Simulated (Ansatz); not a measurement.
Consider the redistribution: `N[Si]S` + `C[Si]N` → `N[Si]N` + `C[Si]S`.

Computed with Ansatz on PBE0-D4/def2-TZVP structures; ΔE is electronic, products minus reactants. CCSD(T)/CBS adds triple-zeta CCSD(T) − MP2 to the extrapolated MP2 energy (def2 sets, frozen cores). This one scheme is used for every species. Functionals use def2-TZVPP. B3LYP here is the variant with VWN-RPA as its local correlation; programs differ in this. One conformer a species, not always the lowest.

```tsv
level	ΔE (eV)
PBE-D4	0.08
CAM-B3LYP-D4	0.07
revPBE	0.08
BLYP	0.08
B3LYP	0.07
r2SCANh	0.06
r2SCAN0	0.06
RPA@PBE/def2-TZVPP	0.08
```

(1) What does CCSD(T)/CBS give? (Estimate.)

Largest T1 diagnostic among the species: 0.014.

Answers

(1) The calculation gave: +0.06 eV. The listed levels differ from it by 0.02, 0.01, 0.02, 0.02, 0.01, 0.00, 0.00, 0.02 eV.

At CCSD(T), def2-SVP lies +0.04 eV from the extrapolated value and def2-TZVPP +0.01 eV. Leaving LDA and LC-ωPBE aside and taking each functional with its dispersion term where it has one, the values, not all of them listed here, spread over 0.03 eV, from BHLYP-D4 to BLYP-D4.
